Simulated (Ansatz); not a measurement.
A nudged elastic band was laid between two geometries of C2H2B (5 atoms, charge 1, multiplicity 1).

Method: UKS PBE-D4/6-31G in Ansatz.

```
movable images  : 5
climbing image  : yes
spring          : 5.0 eV/Å²
optimiser       : quadratic models (default)
start path      : through a guess of the saddle point
force threshold : 0.03 eV/Å
iteration limit : 60
end points      : relaxed
```

First end point:

```xyz
5
Properties=species:S:1:pos:R:3
B -1.123 0.447 -0.428
C -0.343 -0.662 -0.011
C 0.215 0.713 -0.038
H 0.063 -1.635 0.266
H 1.188 1.137 0.210
```

Last end point:

```xyz
5
Properties=species:S:1:pos:R:3
B -0.705 -1.128 -0.057
C 0.044 0.079 0.003
C 0.704 1.131 0.056
H -1.325 -2.131 -0.105
H 1.281 2.049 0.103
```

Question: What changes between the two ends?

Answer: Bonds broken: B1–C3, C2–H4. Bonds formed: B1–H4.

Question: What energy profile does the band end with?

Answer: It converged. The highest image is number 2 of 0 to 6, 2.90 eV above the first end and 4.41 eV above the last; the last end lies 1.51 eV below the first. Neighbouring images differ by up to 2.0 eV, so the band resolves the path poorly. A vibrational analysis at the climbing image gives one clearly imaginary mode, 1172i cm⁻¹: a first-order saddle point. Limits of this set-up: no polarisation functions, the dipole of an ion depends on the origin.

| image | path coordinate (Å) | energy (eV) | B1–C3 (Å) | C2–H4 (Å) | B1–H4 (Å) |
| --- | --- | --- | --- | --- | --- |
| 0 | 0.00 | 0.00 | 1.42 | 1.09 | 2.49 |
| 1 | 0.81 | 1.85 | 1.47 | 1.09 | 2.10 |
| 2 | 1.63 | 2.90 | 1.52 | 1.51 | 1.29 |
| 3 | 2.31 | 1.39 | 1.70 | 2.15 | 1.15 |
| 4 | 2.98 | -0.61 | 2.15 | 2.55 | 1.15 |
| 5 | 3.66 | -1.30 | 2.57 | 2.58 | 1.17 |
| 6 | 4.34 | -1.51 | 2.66 | 2.60 | 1.18 |

Question: What is the geometry of the highest image?

Answer: 
```xyz
5
Properties=species:S:1:pos:R:3
B -0.942 -0.038 -0.300
C 0.469 -0.740 0.265
C 0.405 0.573 0.044
H -0.885 -1.310 -0.088
H 0.953 1.514 0.079
```

The band took 19 iterations and of the order of 100 core-seconds.

Run time: 100 s on 1 thread of Arm Neoverse V1 (shared host), peak memory 0.094 GiB.
